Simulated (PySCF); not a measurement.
Does the answer move with the share of exact exchange?

Species: cyclopropane, C3H6.
SMILES: `C1CC1`

PySCF, pcSseg-2 basis, density fitting, gas phase, PBE0-D3(BJ)/def2-SVP geometry. One functional is left out:

```json
{"functional": "B97-D", "exact exchange (%)": "0", "HOMO energy (eV)": "-7.04", "LUMO energy (eV)": "0.32"}
{"functional": "BLYP", "exact exchange (%)": "0", "HOMO energy (eV)": "-6.96", "LUMO energy (eV)": "0.17"}
{"functional": "BP86", "exact exchange (%)": "0", "HOMO energy (eV)": "-7.18", "LUMO energy (eV)": "0.39"}
{"functional": "LDA", "exact exchange (%)": "0", "HOMO energy (eV)": "-7.24", "LUMO energy (eV)": "0.14"}
{"functional": "OPBE", "exact exchange (%)": "0", "HOMO energy (eV)": "-7.08", "LUMO energy (eV)": "0.21"}
{"functional": "PBE", "exact exchange (%)": "0", "HOMO energy (eV)": "-7.09", "LUMO energy (eV)": "0.19"}
{"functional": "B3LYP", "exact exchange (%)": "20", "HOMO energy (eV)": "-8.17", "LUMO energy (eV)": "0.58"}
{"functional": "B97-2", "exact exchange (%)": "21", "HOMO energy (eV)": "-8.12", "LUMO energy (eV)": "0.92"}
{"functional": "mPW1PW91", "exact exchange (%)": "25", "HOMO energy (eV)": "-8.43", "LUMO energy (eV)": "0.84"}
{"functional": "BHandHLYP", "exact exchange (%)": "50", "HOMO energy (eV)": "-9.60", "LUMO energy (eV)": "1.36"}
```

Question: Predict the row of PBE0 (25 % exact exchange) by straight lines through the other rows, and check it.

Answer: 
| property | line | computed | computed − line | mPW1PW91 (25 %), for comparison |
| --- | --- | --- | --- | --- |
| HOMO energy (eV) | -8.37 | -8.40 | -0.03 | -8.43 |
| LUMO energy (eV) | 0.82 | 0.89 | +0.07 | 0.84 |

Question: Which of these properties follows the share of exact exchange most closely, and which least?

Answer: Most closely the HOMO energy, least the LUMO energy; the correlations over the tabulated rows are HOMO energy -0.996, LUMO energy 0.966. The HOMO energy moves by -0.506 eV for every 10 %. Functionals with the same share still differ in their other parts: at 0 % BLYP and LDA differ by 0.28 eV in it.
